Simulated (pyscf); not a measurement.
O=Si(OH)–OH (SMILES O=[Si](O)O) + NH₃ (SMILES N) → H₂N–Si(=O)–OH (SMILES N[Si](=O)O) + H₂O (SMILES O) (four-centre exchange; singlet surface; O–Si, H–N broken, N–Si, H–O formed). Structures and frequencies: ωB97X-D3(BJ)/def2-SVP in PySCF. Energies in eV from the separated reactants.

```csv
level,barrier,reaction energy
ωB97X-D3(BJ)/def2-TZVP,-0.13,+0.23
PBE/def2-TZVP,-0.15,+0.28
r²SCAN/def2-TZVP,-0.18,+0.30
PBE0-D3(BJ)/def2-TZVP,-0.22,+0.24
ωB97M-D3(BJ)/def2-TZVP,-0.09,+0.26
HF/def2-TZVP,0.47,+0.28
```

On the reactant side the descent ends in an adduct with a N–Si contact, 1.44 eV under the separated species and 1.31 eV under the saddle at ωB97X-D3(BJ)/def2-TZVP. On the product side the descent ends in an adduct with a O–Si contact, 0.78 eV under the separated species and 0.42 eV under the saddle at ωB97X-D3(BJ)/def2-TZVP. At ωB97X-D3(BJ)/def2-TZVP, PBE, r²SCAN, PBE0-D3(BJ), ωB97M-D3(BJ) the saddle lies under the separated reactants, which points to a path from their complex (located at ωB97X-D3(BJ) alone). At ωB97X-D3(BJ)/def2-TZVP, PBE, r²SCAN, PBE0-D3(BJ), ωB97M-D3(BJ) the saddle lies under the separated products, which points to a path from their complex (located at ωB97X-D3(BJ) alone), and parting the products costs more than the saddle. What is counted as formed (N–Si) is already present as a longer contact in the reactant adduct; forming that adduct is a step of its own. What is counted as broken (O–Si) persists as a longer contact in the product adduct; parting that adduct is a step of its own. The same reactants have a lower exit, to H₂N–Si(OH)(OH)–OH (barrier -0.76 eV at ωB97M-D3(BJ)/def2-TZVP, against -0.09 eV here). One saddle was located; it need not be the lowest between these sides.
